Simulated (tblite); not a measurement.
Compound: C4H6NS (doublet state).
SMILES with atom numbers: `[CH3:1][C@:2]1([CH:3]=[N:4])[CH2:5][S:6]1` (hydrogens: H7, H8, H9 on C1; H10 on C3; H11, H12 on C5)
Bond orders are those of one Lewis drawing.

Computed with GFN2-xTB (tblite), gas phase: L-BFGS steps from a force-field or distance-geometry start until the largest atomic force falls under 0.01 eV/Å.

The end geometry, which sets the zero of energy:
```
atom  x, y, z in Å
C1     -0.2909    1.2841    0.4944
C2      0.0478   -0.1372    0.1353
C3      1.4742   -0.3365   -0.3457
N4      1.7817   -1.0144   -1.3110
C5     -0.9647   -1.0446   -0.4577
S6     -0.5318   -1.4383    1.2457
H7     -1.3265    1.3524    0.8213
H8      0.3513    1.6449    1.2962
H9     -0.1541    1.9237   -0.3775
H10     2.1956    0.2126    0.2731
H11    -1.9750   -0.6897   -0.6091
H12    -0.6063   -1.7577   -1.1911
```

**Question.** These geometries come from the run, each turned onto the end geometry. Order them by energy, lowest first.
A.
```
atom  x, y, z in Å
C1     -0.2903    1.2789    0.5019
C2      0.0482   -0.1410    0.1351
C3      1.4780   -0.3426   -0.3315
N4      1.8097   -1.0754   -1.2473
C5     -0.9658   -1.0337   -0.4774
S6     -0.5581   -1.4485    1.2268
H7     -1.2970    1.3349    0.9117
H8      0.4056    1.6634    1.2456
H9     -0.2394    1.9065   -0.3887
H10     2.1844    0.2644    0.2500
H11    -1.9691   -0.6644   -0.6398
H12    -0.6048   -1.7433   -1.2124
```
B.
```
atom  x, y, z in Å
C1     -0.3442    1.2801    0.3942
C2      0.0882   -0.1660    0.2194
C3      1.5740   -0.3949   -0.1700
N4      2.0063   -0.1227   -1.2141
C5     -0.9527   -0.9988   -0.4664
S6     -0.6025   -1.4674    1.2417
H7     -0.9430    1.4400    1.3019
H8      0.5152    1.9495    0.3358
H9     -0.9945    1.4965   -0.4624
H10     2.1842   -0.8555    0.6567
H11    -1.9667   -0.5648   -0.5709
H12    -0.5630   -1.5966   -1.2920
```
C.
```
atom  x, y, z in Å
C1     -0.3414    1.2835    0.3866
C2      0.0700   -0.1587    0.2220
C3      1.5537   -0.3947   -0.1523
N4      2.0094   -0.1191   -1.2399
C5     -0.9344   -0.9974   -0.4681
S6     -0.6113   -1.4737    1.2389
H7     -0.9085    1.4400    1.2947
H8      0.5107    1.9495    0.3572
H9     -0.9841    1.5206   -0.4557
H10     2.1557   -0.8430    0.6495
H11    -1.9208   -0.5837   -0.5881
H12    -0.5977   -1.6240   -1.2709
```
D.
```
atom  x, y, z in Å
C1     -0.2892    1.2842    0.4725
C2      0.0453   -0.1431    0.1383
C3      1.4902   -0.3438   -0.2850
N4      1.8247   -0.9281   -1.3003
C5     -0.9676   -1.0245   -0.4929
S6     -0.5527   -1.4594    1.2105
H7     -1.2241    1.3146    1.0248
H8      0.4896    1.7586    1.0737
H9     -0.4118    1.8425   -0.4600
H10     2.1928    0.0852    0.4550
H11    -1.9788   -0.6586   -0.6233
H12    -0.6172   -1.7282   -1.2394
```
E.
```
atom  x, y, z in Å
C1     -0.2996    1.2967    0.4106
C2      0.0302   -0.1639    0.1776
C3      1.4970   -0.3642   -0.1961
N4      1.9303   -0.1401   -1.3105
C5     -0.9422   -1.0601   -0.4939
S6     -0.7086   -1.3879    1.2676
H7     -0.8680    1.4298    1.3295
H8      0.6092    1.8897    0.4845
H9     -0.8804    1.6820   -0.4262
H10     2.1113   -0.6828    0.6521
H11    -1.9197   -0.6776   -0.7599
H12    -0.5582   -1.8223   -1.1614
```

**Answer.** A (0.004 eV), D (0.025 eV), E (0.159 eV), C (0.287 eV), B (0.501 eV).

In the order of the answer:

```json
{"step": "61", "E above end (eV)": "0.004", "largest force (eV/Å)": "0.04", "rms force component (eV/Å)": "0.012", "rms distance from end (Å)": "0.057", "rms bond change (Å)": "0.001", "bond most changed (Å)": "C2–S6 +0.002"}
{"step": "48", "E above end (eV)": "0.025", "largest force (eV/Å)": "0.26", "rms force component (eV/Å)": "0.078", "rms distance from end (Å)": "0.154", "rms bond change (Å)": "0.004", "bond most changed (Å)": "C3–H10 +0.009"}
{"step": "25", "E above end (eV)": "0.159", "largest force (eV/Å)": "0.13", "rms force component (eV/Å)": "0.044", "rms distance from end (Å)": "0.555", "rms bond change (Å)": "0.005", "bond most changed (Å)": "C1–C2 +0.011"}
{"step": "4", "E above end (eV)": "0.287", "largest force (eV/Å)": "0.47", "rms force component (eV/Å)": "0.175", "rms distance from end (Å)": "0.612", "rms bond change (Å)": "0.011", "bond most changed (Å)": "C2–C3 +0.030"}
{"step": "1", "E above end (eV)": "0.501", "largest force (eV/Å)": "5.23", "rms force component (eV/Å)": "1.258", "rms distance from end (Å)": "0.619", "rms bond change (Å)": "0.024", "bond most changed (Å)": "C3=N4 -0.057"}
```

The cost below is that of the whole relaxation. Time: 0.33 s wall. Hardware: an Arm Neoverse V2 with one thread, no GPU, shared host with 96 logical CPUs at a one-minute load of 54.
